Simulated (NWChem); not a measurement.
**Correlation energy of DMSO (C2H6OS)**

SMILES: CS(C)=O
```xyz
10

C     -0.6613     0.5218    -1.3725
S      0.5039     0.0967     0.0000
C     -0.6613     0.5218     1.3725
O      0.6360    -1.4147     0.0000
H     -0.1374     0.2484    -2.3077
H     -0.8982     1.6041    -1.3677
H     -1.5723    -0.0980    -1.2581
H     -1.5723    -0.0980     1.2581
H     -0.1374     0.2484     2.3077
H     -0.8982     1.6041     1.3677
```
Charge 0, spin multiplicity 1.

Everything below was run with NWChem. All single points use one geometry, from PBE/def2-SVP, a minimum by its harmonic frequencies.

Basis set: 3-21G. Each correlation energy counts from its own Hartree-Fock reference.

The correlated methods keep 8 core orbitals frozen. No row is a measurement; the coupled-cluster row has its own basis-set and correlation limits.

Q: For the correlation energy, MP2 gives -374.6 mHa and SCS-MP2 gives -376.3 mHa. What do CR-CCSD[T], CR-CCSD(T), CCSD give?

A: CR-CCSD[T]: -422.1 mHa; CR-CCSD(T): -420.5 mHa; CCSD: -411.2 mHa.
